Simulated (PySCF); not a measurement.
# Vertical excitation energies

Species: (SiH3)2PH, H7PSi2.
Z-matrix (Å and degrees, GFN2-xTB geometry), rows numbered from 1:
```
Si
P   1  2.2288
Si  2  2.2289  1  102.90
H   1  1.4613  2  106.69  3   -77.68
H   1  1.4618  2  106.76  3   163.28
H   1  1.4662  2  113.40  3    42.86
H   2  1.3789  1   95.72  3   -97.10
H   3  1.4612  2  106.67  1    77.80
H   3  1.4661  2  113.40  1   -42.72
H   3  1.4617  2  106.66  1  -163.17
```

Method: TDDFT B3LYP/def2-SVPD, vertical, gas phase, core orbitals frozen in the response in PySCF.

Problem. What does the calculation give for the low-lying excited states?

Solution. 

| state | E (eV) | E (hartree) | f | symmetry | main configurations (H = HOMO, L = LUMO) |
| --- | --- | --- | --- | --- | --- |
| S1 | 5.85 | 0.2149 | 0.0046 | A′ | H→L+1 (88%) |
| S2 | 5.91 | 0.2173 | 0.048 | A′ | H→L (92%) |
| S3 | 6.29 | 0.2313 | 0.089 | A″ | H→L+2 (91%) |
| S4 | 6.42 | 0.2360 | 0.034 | A′ | H→L+3 (93%) |
| S5 | 6.65 | 0.2444 | 0.010 | A″ | H→L+4 (94%) |
| S6 | 7.12 | 0.2618 | 0.0098 | A′ | H→L+5 (94%) |
| S7 | 7.39 | 0.2716 | 0.020 | A′ | H→L+6 (84%), H-1→L+2 (13%) |
| S8 | 7.43 | 0.2731 | 0.014 | A″ | H-1→L (85%) |

Triplets (Tamm–Dancoff): T1 5.37 eV, H→L+1 (77%), H→L+3 (10%); T2 5.46 eV, H→L+2 (92%); T3 5.64 eV, H→L (96%).

The lowest singlet lies at 5.85 eV (212 nm, ultraviolet) and is very weak; its leading configuration is HOMO→LUMO+1 (88%). The most intense listed level is S3 at 6.29 eV (197 nm, f = 0.089), 0.45 eV above S1. Löwdin shares by element: HOMO phosphorus 63%, silicon 22%, hydrogen 6% or more; LUMO silicon 42%, phosphorus 17%, hydrogen 8% or more (atoms not listed hold the other 33%). Weighted by f, the mean energy of these states is 6.44 eV. The oscillator strengths of these states sum to 0.229; summed over the whole spectrum of an exact calculation they would give the number of electrons, 50 (Thomas–Reiche–Kuhn). Orbital energies (eV): HOMO-3 -9.73, HOMO-2 -9.31, HOMO-1 -8.50, HOMO -7.02, LUMO -0.18, LUMO+1 -0.14, LUMO+2 0.00. No computed singlet lies in the visible range (380 to 750 nm); the lowest, at 212 nm, stands 2.58 eV above its violet end (3.26 eV). Symmetry labels in Cs follow from the direction of the transition dipole and are given only for states with f of 0.002 or more. The window holds the lowest 8 singlets.

The run took 7.0 s wall on one thread, x86-64 server (shared host).
